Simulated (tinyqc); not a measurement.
Ways to converge the cycle: SCF convergence aids in the sto-6g basis, for LiH, spin multiplicity 3. Computed by the program tinyqc with PySCF. 

Geometry (angstrom):
```
atom       x       y       z
Li    0.0000  0.0000  0.0000
H     0.0000  0.0000  1.4240
```

lowest solution found by these runs and by PySCF with stability checks = -7.842779 hartree

UHF with one setting changed at a time; a run stops when the energy changes by less than 1e-09 hartree and the error matrix is below 1e-5. The start is random orbitals. Damping d keeps d of the old density; a shift (hartree) raises the virtual levels; DIIS n extrapolates F over n matrices.

Largest element of the error matrix X^T (FDS - SDF) X:
```
iteration    plain  damping 0.3  damping 0.6  shift 0.4   DIIS 3   DIIS 8
1          9.3e-01      9.3e-01      9.3e-01    9.3e-01  9.3e-01  9.3e-01
2          1.0e-01      3.1e-01      5.4e-01    2.3e-01  1.0e-01  1.0e-01
3          2.5e-02      1.2e-01      3.4e-01    6.5e-02  2.3e-02  2.3e-02
4          1.7e-02      4.6e-02      2.1e-01    3.8e-02  1.5e-02  1.5e-02
5          1.3e-02      2.0e-02      1.4e-01    2.7e-02  1.1e-02  1.1e-02
6          1.1e-02      1.6e-02      8.9e-02    2.2e-02  7.2e-03  2.2e-03
8          8.3e-03      1.2e-02      3.8e-02    1.7e-02  6.4e-04  3.3e-04
10         6.1e-03      9.4e-03      1.7e-02    1.4e-02  2.7e-05  8.8e-06
14         3.2e-03      6.1e-03      1.2e-02    1.2e-02        -        -
20         1.1e-03      3.1e-03      7.7e-03    8.5e-03        -        -
30         2.0e-04      9.6e-04      4.1e-03    4.6e-03        -        -
45         1.5e-05      1.6e-04      1.6e-03    1.7e-03        -        -
60               -      2.8e-05      5.8e-04    6.2e-04        -        -
```

How each run ends:
```
run          iterations  E (hartree)                                                        state
plain                50    -7.842779                                                 lowest found
damping 0.3         >60    -7.842778  falls steadily but slowly, by a factor of about 0.89 a step
damping 0.6         >60    -7.842759  falls steadily but slowly, by a factor of about 0.94 a step
shift 0.4           >60    -7.842761  falls steadily but slowly, by a factor of about 0.93 a step
DIIS 3               13    -7.842779                                                 lowest found
DIIS 8               11    -7.842779                                                 lowest found
```

3 of 6 runs reach the lowest solution found, in 11 to 50 iterations (fastest: DIIS 8). Not converged: damping 0.3, damping 0.6, shift 0.4. Plain steps already contract here, so damping only slows them. DIIS 3 and DIIS 8 gain by cancelling the error over several earlier matrices, much as a quasi-Newton step does.
